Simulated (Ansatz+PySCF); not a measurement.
Two shapes of singlet HClO.

Shape 1:

```xyz
3

O     0.0000    0.8387   -0.7152
H     0.0000    1.5947   -0.1097
Cl    0.0000   -0.4885    0.3430
```

Shape 2:

```xyz
3

O     0.0000    0.9058   -0.7725
H     0.0000    1.7222   -0.1184
Cl    0.0000   -0.5276    0.3705
```

Basis set: def2-SVP (spherical functions). Correlated methods keep 6 orbitals frozen. Charge 0, multiplicity 1.

Computed with Ansatz (development build ahead of 0.2.0); each method stands on the lowest determinant of its kind that the runs found.

Q: Which shape is lower in energy, and by how much in each method?

A:

```
     method  E(2) − E(1) (eV)
        UHF             0.469
    UHF-MP2             0.576
   UHF-CCSD             0.251
RHF-CCSD(T)             0.193
UHF-CCSD(T)             0.204
```

Shape 1 is lower. Caution for UHF, UHF-MP2, UHF-CCSD, UHF-CCSD(T): the unrestricted determinant is spin contaminated. Caution for UHF-MP2: another reference gives a lower total.
